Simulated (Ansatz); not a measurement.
Born–Oppenheimer molecular dynamics of BFH₅Si (8 atoms, charge 0, multiplicity 2). It starts at the highest image of a converged band, a first-order saddle point between two minima.

These are results of UKS BLYP-D4/6-31G* in Ansatz, not measurements.

```json
{"ensemble": "NVE (velocity Verlet)", "time step": "0.5 fs", "steps asked": "200", "starting velocities drawn for": "100 K", "seed": "10623"}
```

First frame:

```xyz
8
Properties=species:S:1:pos:R:3
B -0.102 0.057 -0.464
F -0.470 0.501 0.742
H 0.864 -0.657 -0.529
H -0.763 0.401 -1.408
Si 0.196 -0.178 4.000
H -0.423 -1.335 4.729
H 1.466 0.244 4.679
H -0.766 0.969 3.933
```

(1) How far do the bonds stretch over the last three quarters of this one trajectory? (Pairs bonded in most of those frames.)

Answers

(1) 
| bond | mean (Å) | spread (Å) | shortest | longest |
| --- | --- | --- | --- | --- |
| B1–F2 | 1.336 | 0.002 | 1.33 | 1.34 |
| B1–H3 | 1.203 | 0.007 | 1.19 | 1.21 |
| B1–H4 | 1.203 | 0.007 | 1.19 | 1.21 |
| Si5–H6 | 1.503 | 0.032 | 1.46 | 1.55 |
| Si5–H7 | 1.501 | 0.017 | 1.47 | 1.54 |
| Si5–H8 | 1.504 | 0.050 | 1.43 | 1.58 |

Mean temperature of the second half: 60 K. The conserved energy stayed within 0.093 meV per atom of its start (net change 0.021 meV per atom), so the integration is sound. A run of 0.1 ps of so small a system gives no equilibrium averages.

Time of the run: 6.7 min on 1 thread of Arm Neoverse V1, on a shared host, peak memory 0.11 GiB.
